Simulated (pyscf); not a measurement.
# Addition across a multiple bond or ene-type step: O=Zr (SMILES [O]=[Zr]) [singlet] + CH₄ (SMILES C) → H₃C–Zr–OH (SMILES [CH3][Zr][OH]) [singlet]

Gas phase, singlet surface, charge 0. Bonds broken: C3–H4. Bonds formed: Zr1–C3, O2–H4. Structures and frequencies: ωB97X-D3(BJ)/def2-SVP in PySCF. MP2 and CC: frozen core, UHF for open shells. ΔMP2 is the change of the MP2 total energy from the triple- to the quadruple-zeta basis.

Transition state (Å):

```xyz
7

Zr    -0.1607     1.3735     0.4951
O      0.6145     1.0560    -1.1024
C     -0.6997    -0.8326     0.2066
H      0.0729    -0.0374    -0.7466
H     -0.5619    -1.6509    -0.5159
H     -0.2638    -1.1688     1.1696
H     -1.7921    -0.6880     0.3335
```

One imaginary mode, 1570i cm⁻¹; descent along it reached the two sides named, in the forms told below.

```csv
bond,change,reactant side (Å),saddle,product side
C3–H4,breaks,1.106,1.462,4.1
Zr1–C3,forms,2.498,2.289,2.150
O2–H4,forms,2.7,1.271,0.960
```

Electronic energies relative to the separated reactants (eV):

| level | barrier | reaction energy | reverse barrier |
|---|---|---|---|
| ωB97X-D3(BJ)/def2-TZVP | 1.20 | -0.39 | 1.58 |
| PBE/def2-TZVP | 1.09 | -0.04 | 1.12 |
| r²SCAN/def2-TZVP | 0.93 | -0.28 | 1.21 |
| B3LYP-D3(BJ)/def2-TZVP | 1.34 | -0.15 | 1.49 |
| PBE0-D3(BJ)/def2-TZVP | 1.11 | -0.26 | 1.37 |
| M06-2X/def2-TZVP | 1.34 | -0.29 | 1.63 |
| ωB97M-D3(BJ)/def2-TZVP | 1.37 | -0.22 | 1.58 |
| HF/def2-TZVP | 2.07 | -0.31 | 2.38 |
| MP2/def2-QZVPP | 1.46 | +0.29 | 1.17 |
| CCSD/def2-TZVPP | 1.45 | -0.17 | 1.62 |
| CCSD(T)/def2-TZVPP | 1.36 | -0.04 | 1.41 |
| CCSD(T)/def2-TZVPP + ΔMP2(QZVPP) | 1.32 | -0.10 | 1.41 |

With CCSD(T)/def2-TZVPP + ΔMP2(QZVPP) energies and thermal terms (ideal gas, 1 atm, RRHO with modes under 100 cm⁻¹ raised to 100, one conformer, R ln 2 for rigid chiral ones), in eV:

```json
[
 {"T (K)": "298", "ΔH‡": "1.20", "ΔG‡": "1.56", "ΔH": "-0.14", "ΔG": "+0.14"},
 {"T (K)": "600", "ΔH‡": "1.22", "ΔG‡": "1.93", "ΔH": "-0.08", "ΔG": "+0.40"},
 {"T (K)": "900", "ΔH‡": "1.25", "ΔG‡": "2.27", "ΔH": "-0.01", "ΔG": "+0.63"},
 {"T (K)": "1200", "ΔH‡": "1.28", "ΔG‡": "2.61", "ΔH": "+0.04", "ΔG": "+0.83"}
]
```

On the reactant side the descent ends in an adduct with a C–Zr contact, 0.03 eV under the separated species and 1.23 eV under the saddle at ωB97X-D3(BJ)/def2-TZVP. What is counted as formed (C–Zr) is already present as a longer contact in the reactant adduct; forming that adduct is a step of its own. At the saddle there is also a short H–Zr contact that neither side keeps. The other spin state of H₃C–Zr–OH [singlet] is not in these data. This is the saddle that the search found; another between the same sides may lie lower. 3 of the closed-shell references are unstable towards spin polarisation; treat their single-reference values with care. The CCSD(T) − MP2 part came from Ansatz, without density fitting, on the same reference. The frozen core leaves the outer d or s,p core shells of the metals and heavy elements correlated in the MP2 and CC values, and def2-TZVPP describes them poorly, which can shift differences by a few kcal/mol. Elements past Kr carry the def2 core potentials, without spin-orbit coupling.
